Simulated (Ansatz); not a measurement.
in.yaml

```yaml
crystal:
  periodic: [false, false, false]
  atoms:
    - {symbol: Si, position_ang: [0.000000, 0.000000, 0.000000]}
    - {symbol: Si, position_ang: [0.000000, 0.000000, 2.735000]}
basis:
  gaussian: {orbitals: cc-pVDZ}
magnetization: {spin_polarized: true, initial_magnetization: 2}
hamiltonian: {xc: hf}
output: {orbitals: {seedname: orbitals}}
```

```sh
$ ansatz run in.yaml --threads 1 --pin off --events-out ev --progress --plain --max-ram 2393MiB
```

(1) Roughly how long does this take on 1 thread of Arm Neoverse V1, shared host, and how much host memory?

```
370 factors; integrals over basis functions are off by at most 1.3e-3 eV
mean field evaluation 1: about -15720.0448 eV, gradient 3.9e0 eV
mean field evaluation 2: about -15720.1090 eV, gradient 4.2e0 eV
mean field evaluation 4: about -15720.4378 eV, gradient 3.2e-1 eV
mean field evaluation 8: about -15720.4449 eV, gradient 7.4e-4 eV
mean field evaluation 16: about -15720.5470 eV, gradient 6.6e-1 eV
mean field evaluation 32: about -15720.7597 eV, gradient 4.8e-3 eV
mean field evaluation 64: about -15720.7597 eV, gradient 5.8e-3 eV
mean field evaluation 96: about -15720.7524 eV, gradient 8.5e-2 eV
mean field evaluation 128: about -15720.7523 eV, gradient 1.6e-1 eV
mean field evaluation 160: about -15720.7247 eV, gradient 3.4e-2 eV
mean field evaluation 192: about -15720.6471 eV, gradient 4.8e-1 eV
mean field evaluation 224: about -15720.7258 eV, gradient 2.9e-1 eV
mean field evaluation 256: about -15719.4172 eV, gradient 6.4e0 eV
mean field evaluation 288: about -15720.2072 eV, gradient 4.5e-1 eV
mean field evaluation 320: about -15720.6879 eV, gradient 1.5e0 eV
mean field -15720.75973020 eV, -577.7272641713 hartree, gradient 7.4e-6 eV, S^2 2.382673; 10 other end points of the search recorded, 0 dependent functions left out
reference -15720.75973020 eV, -577.7272641713 hartree; 15, 13 occupied and 21, 23 virtual orbitals, 370 factors
Total energy: -15720.75973020 eV, -577.7272641713 hartree
```

Answers

(1) 1.6 s wall and 0.07 GiB.
